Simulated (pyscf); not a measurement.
Thermochemistry of product channels of HO–Al (SMILES [OH][Al]) [singlet] + H• (SMILES [H]) on the doublet surface, in kcal/mol, from ωB97M-D3(BJ)/def2-TZVP energies (ideal gas, 1 atm, RRHO with modes under 100 cm⁻¹ raised to 100, one conformer, R ln 2 for rigid chiral ones). Single points on ωB97X-D3(BJ)/def2-SVP structures (PySCF, gas phase).

```
products                                                ΔE  ΔH(298 K)  ΔG(900 K)  ΔG(1200 K)
----------------------------------------------  ----------  ---------  ---------  ----------
[O=Al]• (SMILES [O]=[Al]) + H₂ (SMILES [H][H])  (withheld)      +11.8      +10.8       +10.9
[HO–AlH]• (SMILES [OH][AlH])                         -34.9      -32.4      -12.3  (withheld)
```

### Question
What belongs in the gaps?

### Answer

- [O=Al]• (SMILES [O]=[Al]) + H₂ (SMILES [H][H]), ΔE: +12.1
- [HO–AlH]• (SMILES [OH][AlH]), ΔG(1200 K): -5.1

These are energies of the channels, which say nothing of barriers. The term symbol of open-shell O=Al was not checked; spin-orbit terms and orbital degeneracy are left out.
